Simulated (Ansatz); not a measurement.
C3H5NO can be A, `CC1=NCO1`, or B, `OC1=CNC1`.

Calculated with Ansatz (gas phase, PBE0-D4/def2-TZVP geometries, no zero-point term in ΔE). CCSD(T)/CBS is the MP2 limit (def2-TZVPP, def2-QZVPP) plus CCSD(T) − MP2 in def2-TZVPP, frozen cores. Functionals use def2-TZVPP. B3LYP here is the variant with VWN-RPA as its local correlation; programs differ in this. One conformer a species, not always the lowest.

(1) Which isomer does CCSD(T)/CBS put lower? Give the gap. (An estimate is asked.)

(2) Give E(B) − E(A) in kJ/mol with ωB97M-V, B3LYP, BLYP-D4, r2SCAN-D4, PBE0-D4, CCSD(T)/def2-SVP, CCSD(T)/def2-TZVPP. (Estimate.)

(3) Does the order hold for the free energy at 298.15 K (harmonic terms from PBE0-D4)? (An estimate is asked.)

Largest T1 diagnostic: 0.014.

Answers

(1) Ansatz gave: A, by 79.5 kJ/mol.

(2) Computed: ωB97M-V 84.1, B3LYP 83.5, BLYP-D4 82.1, r2SCAN-D4 86.4, PBE0-D4 77.6, CCSD(T)/def2-SVP 93.9, CCSD(T)/def2-TZVPP 85.4. None reverses the order clearly.

(3) The calculation gave: Yes: G(B) − G(A) = +81.3 kJ/mol, for one conformer each.

In def2-TZVPP, CCSD(T) changes the Hartree–Fock value by −12.2 kJ/mol (the triples alone add +0.1 kJ/mol) and MP2 by −13.6 kJ/mol. Leaving LDA and LC-ωPBE aside and taking each functional with its dispersion term where it has one, the values, not all of them listed here, spread over 12.7 kJ/mol, from HSE06-D4 to ωB97X-V. LDA lies −11.1 kJ/mol from PBE without D4.
